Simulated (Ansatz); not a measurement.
# H2B–O⁺, triplet in cc-pVTZ: errors against UCCSDT(Q)

Geometry: that of the H2B–O, doublet, kept fixed.

```xyz
4

B     0.0000    0.0000    0.6689
O     0.0000    0.0000   -0.6123
H     0.0000    1.0503    1.2721
H     0.0000   -1.0503    1.2721
```

Basis cc-pVTZ; Ansatz 0.2.0. Correlated methods freeze the noble-gas cores, which leaves 10 electrons in 86 orbitals. Prefix R: restricted or restricted open-shell reference; prefix U: unrestricted. Active spaces: valence = (10e, 10o) chosen from the atoms' valence shells.

Full CI isn't at hand for all of this; UCCSDT(Q) serves as the reference, and is uncertain by the last step of the cluster series or more. The frozen core follows each run's orbitals, which can shift R against U totals by a few meV.

The UHF ⟨S²⟩ is 2.035, the T1 diagnostic (RCCSD) is 0.0631 and the largest doubles amplitude (RCCSD) is 0.060. The T1 diagnostic (UCCSD) is 0.0418.

```
   level  E − E(RHF) (eV)
     UHF          -0.3816
    RMP2          -7.0107
    UMP2          -7.1028
   RCCSD          -8.0562
   UCCSD          -8.0683
RCCSD(T)          -8.2934
UCCSD(T)          -8.2966
```

Q: Estimate how far UCCSDT(Q) in cc-pVTZ lies from RCCSD(T). The table doesn't fix it; the size of (T) and the diagnostics are the guide.

A: UCCSDT(Q) in cc-pVTZ lies 1.68 mEh below RCCSD(T), which is 19 % of the (T) step (-8.72 mEh). T1 is raised, but (T) still catches most of what CCSD lacks. The miss exceeds 1 kcal/mol.

The other levels:

```json
{"level": "BCCD(T)", "E − E(UCCSDT(Q)) (mEh)": "1.35", "share of correlation (%)": "99.56", "wall time": "15 s (H100)"}
{"level": "RCCSDT", "E − E(UCCSDT(Q)) (mEh)": "0.51", "share of correlation (%)": "99.84", "wall time": "–"}
{"level": "UCCSDT", "E − E(UCCSDT(Q)) (mEh)": "0.41", "share of correlation (%)": "99.87", "wall time": "–"}
{"level": "RCCSDT(Q)", "E − E(UCCSDT(Q)) (mEh)": "0.07", "share of correlation (%)": "99.98", "wall time": "32 s (H100)"}
{"level": "CASSCF (valence space)", "E − E(UCCSDT(Q)) (mEh)": "210.84", "share of correlation (%)": "31.20", "wall time": "–"}
{"level": "NEVPT2 (valence space)", "E − E(UCCSDT(Q)) (mEh)": "37.14", "share of correlation (%)": "87.88", "wall time": "8 s (H100)"}
{"level": "MRCISD (valence space)", "E − E(UCCSDT(Q)) (mEh)": "12.16", "share of correlation (%)": "96.03", "wall time": "–"}
{"level": "MRCISD+Q (valence space)", "E − E(UCCSDT(Q)) (mEh)": "2.11", "share of correlation (%)": "99.31", "wall time": "10 s (H100)"}
```

The correlation energy at UCCSDT(Q), counted from RHF, is -8.339 eV. That run took 29 s on 2 threads of AMD EPYC 7R13 with a shared H100 80 GB, shared host.

Times hold each run's SCF and search for its determinant on a shared host, so for small cases they say little of a method's own cost. Some runs computed forces too.

Natural occupations of CASSCF (valence space) about the gap: 1.995 1.982 1.973 1.966 1.012 0.992 0.023 0.022 0.021 0.014; effectively unpaired electrons, Σ n²(2−n)², 2.01.
